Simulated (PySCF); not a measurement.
Stepwise substitution at one centre (B Cl-I). Isolated molecules, 0 K electronic values unless said otherwise. Strings in code marks are SMILES.

The HOMO–LUMO gap from two functionals at the same geometries (CAM-B3LYP-D3(BJ)/def2-TZVP), both in PySCF: PBE-D3(BJ)/def2-TZVP and CAM-B3LYP-D3(BJ)/def2-TZVP. 

```json
[
 {"species": "0 of 3 Cl replaced by I (`ClB(Cl)Cl`)", "CAM-B3LYP-D3(BJ)/def2-TZVP (eV)": "9.95"},
 {"species": "1 of 3 Cl replaced by I", "CAM-B3LYP-D3(BJ)/def2-TZVP (eV)": "8.31"},
 {"species": "2 of 3 Cl replaced by I (`ClB(I)I`)", "CAM-B3LYP-D3(BJ)/def2-TZVP (eV)": "7.66"},
 {"species": "3 of 3 Cl replaced by I", "CAM-B3LYP-D3(BJ)/def2-TZVP (eV)": "7.16"}
]
```

Task: What does PBE-D3(BJ)/def2-TZVP give for each?

Result: 
- 0 of 3 Cl replaced by I (`ClB(Cl)Cl`): 5.04
- 1 of 3 Cl replaced by I: 3.87
- 2 of 3 Cl replaced by I (`ClB(I)I`): 3.39
- 3 of 3 Cl replaced by I: 3.02
Over these rows, drawn at random from the members with no instability flagged (it was tested for open shells, ions and some series alone), PBE minus CAM-B3LYP-D3(BJ): mean -4.44 eV, from -4.91 eV to -4.14 eV.
